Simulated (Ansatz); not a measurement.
Results of PBE0-D4 (Ansatz, a quantum-chemistry and plane-wave program, plane waves, PAW) for solid chlorine.

The cell is the one relaxed with PBE-D4: a = 6.5692 Å, b = 4.0681 Å, c = 8.0900 Å, α = β = γ = 90.00°.

### Question
Give the computed lattice energy.

### Answer

lattice energy: 29 kJ/mol

The computed numbers hold no vibrational or temperature effects.

Cost on a shared machine: very roughly 23 core-seconds.
